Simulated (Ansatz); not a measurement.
Predict the output of the script below (Ansatz 0.2.0 through its Python package).

Input file `bh2.xyz`:
```text
3

B     0.26284   -0.16623    0.12864
H     0.28002    0.98532    0.26098
H    -0.54286   -0.81909   -0.38963
```

`bh2_adiabatic.py`:
```python
import logging
import sys

import ansatz
import numpy as np

logging.basicConfig(stream=sys.stdout, format="%(name)s: %(message)s")
logger = logging.getLogger("run")
logger.setLevel(logging.INFO)

SETTINGS = {
    "basis": "cc-pVDZ",
    "functional": "pbe",
    "dispersion": "d4",
    "charge": 1,
}

geometry = ansatz.Crystal.molecule_from_extxyz("bh2.xyz")

job = (
    geometry.calculation()
    .basis(gaussian=SETTINGS["basis"])
    .functional(SETTINGS["functional"], dispersion=SETTINGS["dispersion"])
    .spin("collinear", total=1)
)
symbols = [site.symbol for site in geometry.cartesian_sites]
start = np.array([site.position_ang for site in geometry.cartesian_sites], dtype=float)
report = job.relax(force_tolerance=0.01, max_steps=100).run(threads=1, pin="off").report
end = np.array(report["positions_ang"])

minimum = ansatz.Crystal.molecule()
for symbol, place in zip(symbols, end):
    minimum = minimum.atom(symbol, place.tolist())
ion = (
    minimum.calculation()
    .basis(gaussian=SETTINGS["basis"])
    .functional(SETTINGS["functional"], dispersion=SETTINGS["dispersion"])
    .charge(SETTINGS["charge"])
)
vertical = ion.run(threads=1, pin="off").report
settled = ion.relax(force_tolerance=0.01, max_steps=80).run(threads=1, pin="off").report
logger.info(f"vertical ionisation energy   {vertical['free_energy_ev'] - report['free_energy_ev']:.3f} eV")
logger.info(f"adiabatic, no zero point     {settled['free_energy_ev'] - report['free_energy_ev']:.3f} eV")
logger.info(f"relaxation energy of the ion {vertical['free_energy_ev'] - settled['free_energy_ev']:.3f} eV")
ionised = np.array(settled["positions_ang"])
logger.info("final positions (A) and the move of each atom")
for symbol, xyz, old in zip(symbols, ionised, end):
    logger.info(f"{symbol:2s} {xyz[0]:10.5f} {xyz[1]:10.5f} {xyz[2]:10.5f}   {np.linalg.norm(xyz - old):7.4f}")
```

```console
$ python bh2_adiabatic.py
run: vertical ionisation energy   9.222 eV
run: adiabatic, no zero point     8.375 eV
run: relaxation energy of the ion 0.847 eV
run: final positions (A) and the move of each atom
run: B     0.00001   -0.00001    0.00000    0.3468
run: H     0.47341    1.03811    0.37430    0.2026
run: H    -0.47342   -1.03811   -0.37431    0.2026
```

The energies are electronic: no zero-point or thermal terms, and the basis set is short of its limit. The product may relax into another structure. The relaxation finds the nearest minimum, so the adiabatic value is an upper bound. The species is open-shell (spin multiplicity 2). Only the spin states typed were run; another state of an ion can lie lower, by up to an eV or two. Run time: 4.1 s on 1 thread of Arm Neoverse V1, on a shared host, peak memory 0.16 GiB.
